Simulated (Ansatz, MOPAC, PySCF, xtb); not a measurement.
Dimer: C2H2 (SMILES C#C) (first 4 atoms) with H2O (SMILES O); geometry from S66by8 set.
(charge 0, multiplicity 1):
```xyz
7

C     -1.2444     0.0517     0.0405
H     -0.1785     0.0213     0.0159
C     -2.4563     0.0854     0.0678
H     -3.5168     0.1158     0.0924
O      2.6085    -0.0857    -0.0677
H      3.1789    -0.6754     0.4293
H      3.1805     0.2653    -0.7531
```

```
level                                  interaction energy (kcal/mol)  minus published value   cost
-------------------------------------  -----------------------------  ---------------------  -----
AM1                                                            -1.01                   0.97      -
PM6                                                            -0.93                   1.05      -
PM7                                                            -1.06                   0.92      -
GFN2-xTB                                                       -1.46                   0.52      -
HF/STO-3G (no counterpoise)                                    -1.18                   0.80      -
HF/3-21G (no counterpoise)                                     -4.64                  -2.66      -
HF/6-31G*                                                      -2.09                  -0.11      -
HF/6-31G* (no counterpoise)                                    -2.50                  -0.52      -
HF/aug-cc-pVTZ                                                 -1.85                   0.13      -
PBE-D4/def2-TZVPPD                                             -2.07                  -0.09     ×1
r2SCAN-D3(BJ)/def2-TZVPPD                                      -1.91                   0.07     ×2
B3LYP/6-31G*                                                   -1.99                  -0.01      -
B3LYP/6-31G* (no counterpoise)                                 -2.76                  -0.78      -
PBE0-D3(BJ)/def2-TZVPPD                                        -2.10                  -0.12     ×1
PBE0-D4/def2-TZVPPD                                            -2.09                  -0.11     ×1
wB97X-V/def2-TZVPPD                                            -2.02                  -0.04     ×3
MP2/CBS(aug-cc-pVDZ, aug-cc-pVTZ)                              -1.97                   0.01      -
SCS-MP2/aug-cc-pVDZ                                            -1.79                   0.19      -
CCSD/aug-cc-pVDZ                                               -1.87                   0.11      -
CCSD(T)/CBS(aug-cc-pVDZ, aug-cc-pVTZ)                          -2.00                  -0.02  ×300*
```

Published value: -1.98 kcal/mol (computed benchmark interaction energy, Řezáč et al., J. Chem. Theory Comput. 7, 2427 (2011), S66x8). The comparison column counts from a level with limits of its own.

The rows run from -4.64 (HF/3-21G (no counterpoise)) to -0.93 kcal/mol (PM6).

Counterpoise-corrected where a basis set is named; no monomer relaxation. Rows marked so take none.

Cores are frozen in the correlated methods. CBS(a, b) extrapolates the correlation energy as X⁻³ and adds the Hartree–Fock energy of set b. Rows in 3-21G, 6-31G*, STO-3G carry no dispersion term and start afresh at each structure (6-31G* with six Cartesian d functions). The state that AM1, PM6, PM7 reach isn't checked; PM7 holds dispersion and hydrogen-bond terms.

Codes used: Ansatz (Gaussian basis) for Hartree–Fock, density functionals and correlated methods; MOPAC for AM1, PM6, PM7 (differences of heats of formation); PySCF for 3-21G rows, 6-31G* rows, STO-3G rows, the dispersion terms; xtb for the GFN methods. Values without a source in brackets are computed.

Costs are rough ratios of core time to PBE/def2-TZVPPD (about 4 s over the structures, on one shared machine); a dash marks a level with no comparable run of its own. A star marks coupled-cluster runs past 200 virtual orbitals, where the program's memory plan changes under this machine's limit, so their costs aren't comparable with smaller runs.

Ansatz is an electronic-structure program.
